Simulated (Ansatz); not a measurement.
Cl, Cl2 molecule: how the functional moves the structure

All rows: Ansatz, plane waves with scalar-relativistic PAW, 420 eV (500 eV for the SCAN forms), relaxed under each functional, no dispersion correction, no zero-point motion. B₀ comes from uniform scaling at fixed shape; a dash is a value not given.

| functional | bond length (Å) |
| --- | --- |
| PBE | 2.004 |
| r²SCAN | 1.991 |
| PBEsol | 1.989 |
| revPBE | 2.011 |
| RPBE | 2.013 |
| BLYP | 2.038 |

Problem. What does LDA give?

Solution. bond length (Å): 1.980.
